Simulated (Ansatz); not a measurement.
## Ansatz (development build ahead of 0.2.0) run

```yaml
crystal:
  periodic: [false, false, false]
  atoms:
    - { symbol: "N", position_ang: [0.04024, -0.02141, -0.5954] }
    - { symbol: "N", position_ang: [0.03525, 0.00485, 0.65097] }
    - { symbol: H, position_ang: [-0.02119, 0.98401, -0.87039] }
    - { symbol: H, position_ang: [0.03636, -0.96288, 0.90418] }
basis:
  gaussian: { orbitals: STO-3G }
hamiltonian:
  xc: hf
correlation:
  method: mp2
  frozen_orbitals: { H: 0, "N": 1 }
```

The input is written out in the form of the current development build from the run's settings.

Output:

- Converged: yes
- Reference energy: -108.55130 hartree
- Correlation energy: -0.12319 hartree
- Total energy: -108.67450 hartree
- Spin squared of the determinant: 0.000
